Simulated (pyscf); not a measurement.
## Four-centre exchange: H₂N–Ti(NH₂)(NH₂)–NH₂ (SMILES [NH2][Ti]([NH2])([NH2])[NH2]) + H₂O (SMILES O) → NH₃ (SMILES N) + H₂N–Ti(NH₂)(NH₂)–OH (SMILES [NH2][Ti]([NH2])([NH2])[OH])

Gas phase, singlet surface, charge 0. Bonds broken: N1–Ti2, O14–H15. Bonds formed: N1–H15, Ti2–O14. PySCF, gas phase, ωB97X-D3(BJ)/def2-SVP geometries.

Transition state (Å):

```xyz
16

N      0.2059     1.9320    -0.5049
Ti    -0.5762     0.1958     0.4008
N     -1.6072    -0.8721    -0.7262
N     -1.8444     1.2088     1.3504
N      0.2707    -0.6830     1.8458
H     -0.3786     2.3854    -1.2061
H      0.6020     2.6543     0.0945
H     -2.6171    -0.9620    -0.7687
H     -1.1383    -1.5152    -1.3602
H     -2.3996     0.8042     2.1030
H     -2.1002     2.1821     1.2132
H      0.6543    -1.6249     1.8193
H      0.1659    -0.3769     2.8094
O      1.1164    -0.2438    -0.8714
H      0.9688     0.9249    -0.9094
H      1.8889    -0.4470    -0.3305
```

One imaginary mode, 979i cm⁻¹; descent along it reached the two sides named, in the forms told below.

```csv
bond,change,reactant side (Å),saddle,product side
N1–Ti2,breaks,1.933,2.109,2.362
O14–H15,breaks,0.980,1.179,2.193
N1–H15,forms,2.016,1.327,1.021
Ti2–O14,forms,2.507,2.163,1.860
```

Electronic energies relative to the separated reactants (kcal/mol):

| level | barrier | reaction energy | reverse barrier |
|---|---|---|---|
| ωB97X-D3(BJ)/def2-TZVP | -3.4 | -15.9 | 12.5 |
| PBE/def2-TZVP | -3.3 | -16.7 | 13.4 |
| r²SCAN/def2-TZVP | -4.9 | -17.1 | 12.2 |
| B3LYP-D3(BJ)/def2-TZVP | -2.5 | -16.2 | 13.7 |
| PBE0-D3(BJ)/def2-TZVP | -3.9 | -15.8 | 11.9 |
| M06-2X/def2-TZVP | -5.0 | -15.2 | 10.2 |
| ωB97M-D3(BJ)/def2-TZVP | -2.2 | -16.0 | 13.8 |
| HF/def2-TZVP | 10.4 | -17.2 | 27.5 |

With ωB97M-D3(BJ)/def2-TZVP energies and thermal terms (ideal gas, 1 atm, RRHO with modes under 100 cm⁻¹ raised to 100, one conformer, R ln 2 for chiral ones without a mode under 150 cm⁻¹), in kcal/mol:

| T (K) | ΔH‡ | ΔG‡ | ΔH | ΔG |
|---|---|---|---|---|
| 298 | -2.9 | 8.8 | -15.4 | -15.4 |
| 600 | -3.1 | 20.8 | -15.7 | -15.3 |
| 900 | -2.6 | 32.6 | -15.9 | -15.0 |
| 1200 | -1.9 | 44.3 | -16.0 | -14.7 |

On the reactant side the descent ends in a bound adduct, 9.4 kcal/mol under the separated species and 6.0 kcal/mol under the saddle at ωB97X-D3(BJ)/def2-TZVP. On the product side the descent ends in an adduct with a N–Ti contact, 11.6 kcal/mol under the separated species and 24.0 kcal/mol under the saddle at ωB97X-D3(BJ)/def2-TZVP. At ωB97X-D3(BJ)/def2-TZVP, PBE, r²SCAN, B3LYP-D3(BJ), PBE0-D3(BJ), M06-2X, ωB97M-D3(BJ) the saddle lies under the separated reactants, which points to a path from their complex (located at ωB97X-D3(BJ) alone). What is counted as broken (N–Ti) persists as a longer contact in the product adduct; parting that adduct is a step of its own. This is the saddle that the search found; another between the same sides may lie lower.
